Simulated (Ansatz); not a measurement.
A run for Ansatz (an electronic-structure program): R-PBE0/def2-TZVPPD on CH3NO (SMILES NC=O). Files ending in .json are basis or fitting sets from the Basis Set Exchange.

Ansatz 0.2 input:
```yaml
crystal:
  periodic: [false, false, false]
  atoms:
    - {symbol: C, position_ang: [-2.01864900, 0.05288300, 0.00000000]}
    - {symbol: O, position_ang: [-1.45220000, 1.14363400, 0.00000000]}
    - {symbol: N, position_ang: [-1.40777000, -1.14248400, 0.00000000]}
    - {symbol: H, position_ang: [-1.96459600, -1.97703600, 0.00000000]}
    - {symbol: H, position_ang: [-0.38724400, -1.20778200, 0.00000000]}
    - {symbol: H, position_ang: [-3.11706100, -0.01370100, 0.00000000]}
basis:
  gaussian:
    orbitals: def2-TZVPPD.json
hamiltonian:
  xc: {name: PBE0}
scf: {lower_state_search: off}
```

The head of its log:

```
WARN ansatz: RAYON_NUM_THREADS=6 ignored (pool sized by the plan → 6); use --threads N
Functional definition: PBE0
these checks for a lower state are left out or cut short: stability, starts, cluster_reference, orbital_swaps, neighbouring_geometries, increment
integrals: 0.05 GiB planned
714 factors; their error is unknown
mean field: 0.60 GiB planned
mean field evaluation 1: about -4614.0083 eV, gradient 5.8e1 eV
mean field evaluation 2: about -4604.5300 eV, gradient 9.0e1 eV
```

### Question
What total energy does the run end on?

### Answer
-169.7794 hartree.
